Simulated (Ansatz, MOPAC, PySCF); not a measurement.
Species: NH₂, charge 0, multiplicity 2. SMILES: [NH2]
Geometry: optimised at B3LYP-D3(BJ)/def2-TZVP (Ansatz, a program for electronic structure).

Property: size of the dipole moment, in D. Conventions: 6-31G* and kin with 6d, 5d where marked; no dispersion term unless named; LANL2DZ all-electron up to Ne; open shells spin-unrestricted; spin-orbit terms left out; non-relativistic; 6-311+G** with 5d; PM7 with its own dispersion and hydrogen-bond terms. First-principles rows: single points at B3LYP-D3(BJ) geometries (Ansatz). Semi-empirical rows: dipoles at the shared geometry.

```csv
level,program,size of the dipole moment (D)
PM3,MOPAC,1.75
PM7,MOPAC,2.42
MNDO,MOPAC,1.54
PBE/LANL2DZ,Ansatz,2.38
BLYP/6-31G*,Ansatz,1.94
B3LYP/LANL2DZ,Ansatz,2.40
B3LYP/6-31G*,Ansatz,2.01
B3LYP/6-31G**,Ansatz,1.96
B3LYP/6-311+G**,Ansatz,2.08
B3PW91/6-31G* (5d),PySCF,2.04
```

No value to compare with is used here. The 10 habitual levels span 1.54 (MNDO) to 2.42 D (PM7).

The levels are drawn from those run, B3LYP/6-31G* more often than the rest, none by its result; runs whose electronic state is in doubt are left out.
